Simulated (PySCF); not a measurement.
Geometries of 2 isomers of C3HN, from PySCF 2.14.0, PBE0-D3(BJ)/def2-SVP geometry optimisation, gas phase. One conformer each, no zero-point energy, no frequencies.

Task: Which is lower in electronic energy at this level?
A.
```xyz
5
angstrom
C     -1.270   -0.188   -0.004
C     -0.067   -0.032    0.011
C      1.299    0.140    0.029
N      2.451    0.290    0.045
H     -2.337   -0.321   -0.015
```
B.
```xyz
5
angstrom
C      2.271   -0.021   -0.842
N      1.167   -0.009   -0.415
C     -0.056    0.001    0.050
C     -1.188    0.011    0.480
H     -2.194    0.018    0.856
```

Result: A. That is cyanoacetylene (`N#CC#C`), 23.8 kcal/mol below the other.

| SMILES | atoms numbered as above | E (Eh) | relative (kcal/mol) | relative (kJ/mol) | dipole (D) |
| --- | --- | --- | --- | --- | --- |
| C#CC#N | [CH:1]#[C:2][C:3]#[N:4] | -169.24036 | 0.0 | 0.0 | 3.77 |
| [C-]#[N+]C#C | [C-:1]#[N+:2][C:3]#[CH:4] | -169.20244 | 23.8 | 99.6 | 2.95 |
